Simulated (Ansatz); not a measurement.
Consider the atomization: `C#CSCO` → 3 C• + 4 H• + O• + S•.

Isolated molecules relaxed with PBE0-D4/def2-TZVP in Ansatz; ΔE leaves out vibrations. CCSD(T)/CBS is the MP2 limit (def2-TZVPP, def2-QZVPP) plus CCSD(T) − MP2 in def2-TZVPP, frozen cores. This one scheme is used for every species, atoms too. Functionals use def2-TZVPP. Open shells (•) are unrestricted, without spin–orbit coupling. Spin–orbit coupling would lower the free atoms: a little for C, O, S. One conformer a species, not always the lowest.

```csv
level,ΔE (kcal/mol),difference from CCSD(T)/CBS
LDA (SPW92),1007.8,152.0
BHLYP-D4,817.4,-38.4
B2PLYP,848.0,-7.8
revPBE,850.3,-5.5
BLYP,852.0,-3.8
LC-ωPBE,852.1,-3.7
MP2/def2-SVP,824.4,-31.4
HF/def2-TZVPP,587.2,-268.6
CCSD/def2-TZVPP,811.0,-44.8
CCSD(T)/def2-TZVPP,829.9,-25.9
CCSD(T)/CBS,855.8,0
```

Largest T1 diagnostic among the species: 0.013.

Leaving LDA and LC-ωPBE aside and taking each functional with its dispersion term where it has one, the values, not all of them listed here, spread over 72.9 kcal/mol, from BHLYP-D4 to PBE-D4. LDA lies +121.7 kcal/mol from PBE without D4, its usual overbinding. From r2SCAN to r2SCAN0 (25 % exact exchange), in def2-TZVPP and without D4, ΔE moves by −20.9 kcal/mol: exact exchange takes away binding that semilocal exchange gives to molecules.

For atomizations the MP2-based limit and the directly extrapolated one differ by several kJ/mol either way, and by 10 to 25 for some Ge, Se and Sn compounds, so smaller differences from it don't rank the levels.
